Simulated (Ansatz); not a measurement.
# CHBSi (quintet): from Hartree-Fock to the top rungs, def2-QZVPP

An exercise on one series of results from a longer session: the logs are not shown, and one member is left open.

The runs use Ansatz 0.2.0, Gaussian basis; def2-QZVPP, core rule «outside noble gas», up to 7 orbitals frozen.

Plan: UHF; ROHF; CCSD(T) on UHF.

2 further runs of the same task are left out: 2 set aside as unsound or not needed.

### What is computed

The geometry is a PBE0/def2-TZVP stationary point (not a proven minimum) of the parent state, kept for this charge and spin.

4 atoms, charge 0, spin multiplicity 5.

Atoms are counted from 1 here; the program's logs count them from 0.

Bond lengths: B1–C2 1.470 Å, B1–Si3 2.018 Å, C2–Si3 1.745 Å, C2–H4 1.084 Å. Angles: C2–B1–Si3 57.5°, B1–C2–Si3 77.2°, B1–C2–H4 130.2°, Si3–C2–H4 152.6°, B1–Si3–C2 45.3°.

The first run:

Contents of in.yaml:

```yaml
crystal:
  periodic: [false, false, false]
  atoms:
    - {symbol: B, position_ang: [0.000000, -0.905839, 0.967609]}
    - {symbol: C, position_ang: [0.000000, 0.561227, 0.868427]}
    - {symbol: Si, position_ang: [0.000000, 0.061485, -0.802988]}
    - {symbol: H, position_ang: [0.000000, 1.315005, 1.647998]}
basis:
  gaussian: {orbitals: "def2-QZVPP.json"}
magnetization: {spin_polarized: true, initial_magnetization: 4}
hamiltonian: {xc: hf}
output: {orbitals: {seedname: orbitals}}
```

Launch:

```sh
$ ansatz run in.yaml --threads 1 --pin off --events-out ev --progress --plain --max-ram 2393MiB
```

Among the steps run: UHF; ROHF; CCSD(T) on UHF.

One of the session's tables, all rows but one given; the rest of the session is left out.

It belongs to the step «Misses and costs». 

| method | from UCCSD(T) (meV) |
| --- | --- |
| ROHF | +9583.2 |
| UHF | +9340.0 |
| UMP2 | ? |
| UCCSD | +577.3 |
| UCCSD(T) | 0 |

Estimate the missing values for UMP2.

**Answer.** from UCCSD(T) (meV): +1154.3. In the column «from UCCSD(T) (meV)» it lies between UCCSD (+577.3) and UHF (+9340.0).

Limits of these values: Warnings: coupled cluster took another determinant than the lowest.
